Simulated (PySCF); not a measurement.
**Dipole moment and polarisability of 3-butyn-1-ol**

Compound: 3-butyn-1-ol, C4H6O.
Structure used (PBE0-D3(BJ)/def2-SVP), in Å, numbered top down from 1:
```xyz
11
C4H6O angstrom
C      2.569    0.432    0.212
C      1.483   -0.095    0.112
C      0.166   -0.701   -0.007
C     -0.965    0.316    0.046
O     -2.165   -0.390   -0.102
H      3.536    0.892    0.298
H      0.013   -1.439    0.798
H      0.089   -1.258   -0.956
H     -0.817    1.063   -0.759
H     -0.915    0.863    1.008
H     -2.895    0.233   -0.051
```

Level: PBE0/def2-SVPD (PySCF), static field, nuclei fixed, core orbitals frozen in the response. The polarisability tensor in these axes (au):

```
x   69.70  7.07  1.97
y    7.07 47.25  0.93
z    1.97  0.93 41.55
```

Question: What are the eigenvalues, a third of the trace, and Δα (Δα² = ½Σ(αi − αj)² over the three pairs)?

Answer: Principal values 41.37, 45.24 and 71.89 au; mean 52.83 au = 7.83 Å³ = 8.71 × 10⁻⁴⁰ C²·m²/J; Δα = 28.78 au (54 % of the mean).

Question: What is the dipole moment, and where does it point?

Answer: (-0.67, 1.29, 0.15) D, 1.46 D in size, pointing from the negative to the positive side. Measured along this direction, the outermost atoms are H8 and H7 at the negative end and H11 at the positive end.

Question: Rayleigh depolarisation ratio (linearly polarised light, static tensor)?

Answer: ρ = 3Δα²/(45ᾱ² + 4Δα²) = 2485.7/(125614 + 3314.3) = 0.0193.

Question: In TDDFT the mean static polarisability is Σ f/ω² over all singlet excitations (ω in hartree). How much of it do the 10 lowest give? Their energies (eV) and oscillator strengths: 6.59, 0.0000; 6.89, 0.0029; 6.93, 0.0003; 7.06, 0.0013; 7.38, 0.0165; 7.43, 0.0176; 7.69, 0.0159; 7.75, 0.0331; 7.94, 0.0016; 8.37, 0.0072.

Answer: They add up to 1.23 au, 2.3 % of the 52.83 au; the largest single term is 0.41 au, from the state at 7.75 eV. Terms in order: 0.00, 0.05, 0.00, 0.02, 0.22, 0.24, 0.20, 0.41, 0.02, 0.08 au. Higher excitations give the rest. The strengths listed sum to 0.096.

Question: How large is μ²/3kT at 350 K beside α?

Answer: In Gaussian units μ²/3kT = 14.69 Å³ against 7.83 Å³, a ratio of 1.88; the Debye molar polarisation (4π/3)N_A(α + μ²/3kT) is 56.8 cm³/mol, leaving out the vibrational part.

Question: Along which axes do the principal values lie, and how far do the nuclei extend along each?

Answer: Largest value along (0.96, 0.28, 0.07), where the nuclei span 6.37 Å; middle along (-0.28, 0.96, 0.09), 2.49 Å; least along (-0.04, -0.10, 0.99), 1.78 Å. The response follows the extents in order.

The structure is a single PBE0-D3(BJ)/def2-SVP conformer in the gas phase; no vibrational or solvent corrections.
